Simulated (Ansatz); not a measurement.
A made-up structure of CH₃BF (charge -1), closed shell:

| atom | x (Å) | y (Å) | z (Å) |
| --- | --- | --- | --- |
| B1 | -0.4392 | -0.0184 | -0.6204 |
| C2 | 0.3885 | -0.0642 | 0.5536 |
| F3 | 0.9002 | 1.0768 | 1.2100 |
| H4 | -0.8157 | -1.0769 | -1.0901 |
| H5 | -0.7759 | 1.0188 | -1.1586 |
| H6 | -0.0357 | 0.9857 | -0.2313 |

It is relaxed with PBE-D4/def2-SVPD and then PBE0-D4/def2-TZVPD (Ansatz 0.2.0). Atoms count as bonded within 1.22 times the sum of their covalent radii (H–H: 0.88 Å). The end point is not checked to be a true minimum.

Problem. Does its bonding change? (A judgement: the text doesn't fix the answer.)

Solution. The calculation gives: Yes. Formed: C2–H6; broken: B1–H6.

Where it ends: The first stage lowers the energy by 4.17 eV in 20 steps. It ends as CH₃BF ([BH2][CH][F]), total charge -1:
B1  (-0.741, 0.174, -0.650)
C2  (0.453, 0.392, 0.119)
F3  (0.583, 1.376, 1.124)
H4  (-0.722, -0.710, -1.488)
H5  (-1.758, 0.825, -0.502)
H6  (1.407, -0.134, 0.062)
(Å)

Labels in which every atom is bracketed show which atoms are joined, not bond orders.

For scale, one of the runs: PBE0-D4/def2-TZVPD relaxation, 141 basis functions, launched by `ansatz run in.yaml --threads 2 --pin off --events-out ev --progress --plain --max-ram 4352MiB`. The run took about 8.5 s on 2 CPU threads of an Intel Xeon 6975P-C (shared host).
